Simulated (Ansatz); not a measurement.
# HNOSi: the cost of one run

Program: Ansatz 0.2.0. Level of theory: RKS PBE0-D4/def2-TZVP. These are calculated values, not measurements.

**1. Where the work starts**

4 atoms, charge 0, spin multiplicity 1.

Atoms are counted from 1 here; the program's logs count them from 0.

Bond lengths: N1–Si2 1.585 Å, Si2–O3 1.662 Å, O3–H4 0.978 Å. Angles: N1–Si2–O3 179.1°, Si2–O3–H4 115.8°.

As a file:

```
N    -1.98582    0.64052    0.47270
Si   -0.49690    0.13487    0.27102
O     1.06522   -0.39979    0.08404
H     1.41750   -0.37560   -0.82776
```

**3. Plan of the scan**

First coordinate, bond length Si2–O3: 15 values from 1.358 to 2.101 Å. Second coordinate, angle H4–O3–Si2: 15 values from 75.8 to 165.8 °.

Nothing else is relaxed (all other coordinates rigid). Energies count from the relaxed molecule at the same level.

(The set-up runs are not shown.)

**4. Point bond length Si2–O3 = 1.782 Å, angle H4–O3–Si2 = 159.4°**

input.yaml reads:

```yaml
crystal:
  periodic: [false, false, false]
  atoms:
    - { symbol: "N", position_ang: [-1.958328, 0.629103, 0.481542] }
    - { symbol: Si, position_ang: [-0.496421, 0.136391, 0.260748] }
    - { symbol: O, position_ang: [1.177856, -0.43384, 0.043589] }
    - { symbol: H, position_ang: [2.002223, -0.658914, -0.397931] }
basis:
  gaussian: { orbitals: def2-TZVP }
hamiltonian:
  xc: pbe0
  dispersion: d4
output:
  forces: true
```

On the command line:

```sh
ansatz run input.yaml --threads 1 --pin off --max-ram 2560MiB --backend cpu --events-out ev --progress --plain --runs-dir out
```

**Question.** How long does this run take on 1 thread of Arm Neoverse N1, shared host, and how much memory does it need?

About 2.9 s, with a peak of 0.14 GiB.
